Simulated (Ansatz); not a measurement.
Wurtzite AlN, treated with G0W0@HSE06 (Ansatz, a program for electronic structure, plane waves, hard PAW, contour deformation).

The cell has the measured lattice parameters. Conventional cell: a = 3.1120 Å, b = 3.1120 Å, c = 4.9820 Å, α = 90.00°, β = 90.00°, γ = 120.00°.

The quasiparticle gap at Γ at a fixed k mesh 3×3×2:

```json
[
 {"response cutoff": "200 eV, 493 empty bands", "value (eV)": "6.466"},
 {"response cutoff": "250 eV, 689 empty bands", "value (eV)": "6.491"},
 {"response cutoff": "300 eV, 906 empty bands", "value (eV)": "6.508"},
 {"response cutoff": "400 eV, 1394 empty bands", "value (eV)": "6.526"}
]
```

Task: Taking the value to converge with the response cutoff E as E^(−3/2), extrapolate from the last two rows.

Result: With y = y∞ + c/w and weights w = 5196 and 8000 for the last two rows, y∞ = (w2 y2 − w1 y1)/(w2 − w1) = (8000 × 6.526 − 5196 × 6.508)/2804 = 6.559 eV, which lies 0.033 beyond the last row. Successive pairs of rows give 6.554, 6.562, 6.559. The limit also hangs on the law assumed, so its last digits aren't firm.

The other settings are not extrapolated, so this is the limit in one setting alone.

Note: GW on a hybrid start was not checked against another program.
